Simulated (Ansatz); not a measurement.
```xyz
9

O     1.538   -1.186    0.027
C     0.596   -0.458    0.010
C    -0.629   -0.467   -0.893
S    -1.306    0.982   -0.006
C     0.271    0.741    0.888
H    -1.227   -1.376   -0.806
H    -0.391   -0.285   -1.943
H     0.163    0.488    1.945
H     0.984    1.560    0.779
```

The species carries charge 0 and has multiplicity 1.

Task: List the PBE/def2-TZVPP orbital energies in eV (Ansatz). (Estimate.)

Result: The calculation gave: Occupied: -2396.02, -510.69, -271.92, -270.17, -270.17, -208.92, -155.10, -155.02, -154.78, -26.90, -21.58, -17.70, -15.92, -13.62, -12.26, -11.45, -11.41, -10.58, -9.47, -9.24, -8.16, -6.38, -5.64. Lowest empty: -2.27, -0.95, -0.13, 0.50, 1.62, 2.02, 2.38, 3.11.
